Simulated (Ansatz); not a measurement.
hcp Sc, treated with r²SCAN in Ansatz (PAW).

Numerical settings: plane-wave cutoff 560 eV, 18×18×10 k mesh (along the axes of the cell as run), Fermi–Dirac smearing 0.05 eV, scalar-relativistic PAW data made under PBE.

Response to compression and expansion:

Shape and atoms are relaxed at each volume.

```tsv
V (Å³/atom)	P (GPa)	c (Å)	a (Å)
23.928	2.38	5.111	3.288
24.427	1.13	5.153	3.309
24.925	-0.02	5.192	3.330
25.424	-1.07	5.231	3.350
25.922	-2.04	5.271	3.370
```

Note: the bulk modulus comes from volumes at which shape and atoms were relaxed.

Ansatz is a first-principles code.
